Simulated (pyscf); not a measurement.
Addition across a multiple bond or ene-type step: O=W(=O)(F)–F (SMILES [O]=[W](=[O])([F])[F]) + H₂O (SMILES O) → O=W(OH)(OH)(F)–F (SMILES [O]=[W]([OH])([OH])([F])[F])

Gas phase, singlet surface, charge 0. Bonds broken: O6–H7. Bonds formed: O1–H7, W2–O6. PySCF, gas phase, ωB97X-D3(BJ)/def2-SVP geometries.

Transition state (Å):

```xyz
8

O     -2.0409     0.0854     0.9253
W     -0.4814     0.0499     0.0417
O      0.3020     1.4941     0.3909
F     -1.0932     0.2007    -1.7029
F      0.8471    -1.1944    -0.3983
O     -0.3703    -1.0244     1.8359
H     -1.4957    -0.5241     1.8250
H      0.3501    -1.1380     2.4661
```

One imaginary mode, 1561i cm⁻¹; descent along it reached the two sides named, in the forms told below.

| bond | change | reactant side (Å) | saddle | product side |
|---|---|---|---|---|
| O6–H7 | breaks | 0.967 | 1.232 | 3.1 |
| O1–H7 | forms | 2.9 | 1.216 | 0.963 |
| W2–O6 | forms | 2.261 | 2.094 | 1.895 |

Electronic energies relative to the separated reactants (kcal/mol):

```
level                   barrier  reaction energy  reverse barrier
----------------------  -------  ---------------  ---------------
ωB97X-D3(BJ)/def2-TZVP      6.3            -21.0             27.3
PBE/def2-TZVP               6.3            -16.0             22.3
r²SCAN/def2-TZVP            4.1            -21.1             25.2
B3LYP-D3(BJ)/def2-TZVP      7.7            -18.9             26.6
PBE0-D3(BJ)/def2-TZVP       5.7            -19.6             25.4
M06-2X/def2-TZVP            5.7            -21.3             27.0
ωB97M-D3(BJ)/def2-TZVP      8.2            -18.6             26.9
```

With ωB97M-D3(BJ)/def2-TZVP energies and thermal terms (ideal gas, 1 atm, RRHO with modes under 100 cm⁻¹ raised to 100, one conformer, R ln 2 for chiral ones without a mode under 150 cm⁻¹), in kcal/mol:

| T (K) | ΔH‡ | ΔG‡ | ΔH | ΔG |
|---|---|---|---|---|
| 298 | 6.4 | 17.2 | -18.0 | -7.9 |
| 600 | 6.6 | 28.2 | -16.9 | +1.9 |
| 900 | 7.3 | 38.8 | -15.6 | +11.0 |
| 1200 | 8.2 | 49.2 | -14.3 | +19.6 |

On the reactant side the descent ends in an adduct with a O–W contact (not fully relaxed), 17.4 kcal/mol under the separated species and 23.7 kcal/mol under the saddle at ωB97X-D3(BJ)/def2-TZVP. What is counted as formed (O–W) is already present as a longer contact in the reactant adduct; forming that adduct is a step of its own. One saddle was located; it need not be the lowest between these sides. Elements past Kr carry the def2 core potentials, without spin-orbit coupling.
